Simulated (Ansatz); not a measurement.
singlet BN: levels of theory in one basis

| atom | x (Å) | y (Å) | z (Å) |
| --- | --- | --- | --- |
| B | 0.0000 | 0.0000 | 0.0000 |
| N | 0.0000 | 0.0000 | 1.6100 |

Basis set: def2-SVP (spherical functions). Frozen core: 2 orbitals. Charge 0, multiplicity 1.

Computed with Ansatz (development build ahead of 0.2.0); each method stands on the lowest determinant of its kind that the runs found.

| method | E − E(RHF) (eV) | <S²> of the determinant |
| --- | --- | --- |
| RHF | 0.00 | 0.00 |
| UHF | -2.24 | 1.73 |
| RHF-MP2 | -4.56 | – |

Task: What does UHF-MP2 give on the same scale?

Result: -5.98 eV.

Task: Is a single determinant a sound starting point here?

Result: It is doubtful. Unrestricted orbitals lower Hartree–Fock by 2.24 eV and <S²> is 1.73 where a pure state has 0.00, a sign of strong static correlation.

Caution for RHF, RHF-MP2: an unrestricted determinant lies well below. Caution for UHF, UHF-MP2: the unrestricted determinant is a mixture of spin states. Caution for RHF-MP2, UHF-MP2: bonds are stretched, where a single reference can fail. Caution for RHF-MP2: other determinants can give a lower correlated total.
